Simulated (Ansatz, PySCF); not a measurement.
This PySCF input computes a r2SCAN/def2-TZVPD energy:

```python
from pyscf import gto, scf, dft

mol = gto.M(
    atom='''
    C    -0.01834054   -0.04095923   -1.20035978
    C     0.00307410    0.01730012    0.18214472
    N     0.02261523    0.11860536    1.35580394
    H     0.88544576   -0.36826819   -1.70388387
    H    -0.95215375   -0.32001471   -1.67745335
    ''',
    basis='def2-tzvpd',
    charge=-1,
    spin=0,
    verbose=4,
)

mf = dft.RKS(mol, xc='r2scan').density_fit(auxbasis='def2-universal-jkfit')
mf.grids.level = 4
mf.conv_tol = 1e-9
mf.max_cycle = 100
mf.max_memory = 1500
mf.kernel()
if not mf.converged:
    mf = mf.newton()
    mf.kernel(mf.make_rdm1())
mf.analyze()
```

### Question
Write an input for the same energy in Ansatz (an electronic-structure program) and say what it gives.

### Answer

Ansatz 0.2 input:
```yaml
crystal:
  periodic: [false, false, false]
  atoms:
    - {symbol: C, position_ang: [-0.01834054, -0.04095923, -1.20035978]}
    - {symbol: C, position_ang: [0.00307410, 0.01730012, 0.18214472]}
    - {symbol: N, position_ang: [0.02261523, 0.11860536, 1.35580394]}
    - {symbol: H, position_ang: [0.88544576, -0.36826819, -1.70388387]}
    - {symbol: H, position_ang: [-0.95215375, -0.32001471, -1.67745335]}
basis:
  gaussian:
    orbitals: def2-TZVPD
hamiltonian:
  xc: {name: r2SCAN}
total_charge: -1
output: {forces: true}
```
It gives -132.11803 Eh, and PySCF -132.11806 Eh, a difference of 0.03 mEh, from the treatment of integrals and grids.

It need not be the lowest isomer of its formula. Whether it binds its extra electron was not tested at this geometry.
